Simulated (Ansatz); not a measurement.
`CCCCCCCC` + H₂ → `CCCCC` + `CCC`  (hydrogenolysis of a C–C bond)

Isolated molecules relaxed with PBE0-D4/def2-TZVP in Ansatz; ΔE leaves out vibrations. CCSD(T)/CBS adds triple-zeta CCSD(T) − MP2 to the extrapolated MP2 energy (def2 sets, frozen cores). This one scheme is used for every species. DFT in def2-TZVPP. B3LYP here is the variant with VWN-RPA as its local correlation; programs differ in this. One conformer a species, not always the lowest.

Is it downhill or uphill in electronic energy at CCSD(T)/CBS, and by how much? (Estimate.)

Computed: Downhill: ΔE = -14.0 kcal/mol.

What do these levels give: LDA (SPW92), r2SCAN-D4, B3LYP-D4, ωB97X-V, PBE-QIDH, PBE, BLYP, r2SCANh, MP2/def2-SVP, MP2/def2-TZVPP, CCSD(T)/def2-TZVPP, CCSD/CBS(def2)? (Best estimate.)

Computed: LDA (SPW92) -13.0, r2SCAN-D4 -14.8, B3LYP-D4 -15.5, ωB97X-V -14.7, PBE-QIDH -15.3, PBE -16.9, BLYP -19.4, r2SCANh -15.9, MP2/def2-SVP -13.5, MP2/def2-TZVPP -13.2, CCSD(T)/def2-TZVPP -14.2, CCSD/CBS(def2) -15.2 kcal/mol.

Largest T1 diagnostic among the species: 0.008.

In def2-TZVPP, CCSD(T) changes the Hartree–Fock value by +6.9 kcal/mol (the triples alone add +1.3 kcal/mol) and MP2 by +7.9 kcal/mol. The D4 term adds +3.5 kcal/mol with B3LYP and +2.1 kcal/mol with PBE0; it sums over pairs of atoms, weighted by their polarisabilities, and B3LYP, whose exchange is more repulsive, gets the larger term. Leaving LDA and LC-ωPBE aside and taking each functional with its dispersion term where it has one, the values, not all of them listed here, spread over 4.0 kcal/mol, from B2PLYP to revPBE-D4. LDA lies +3.8 kcal/mol from PBE without D4.
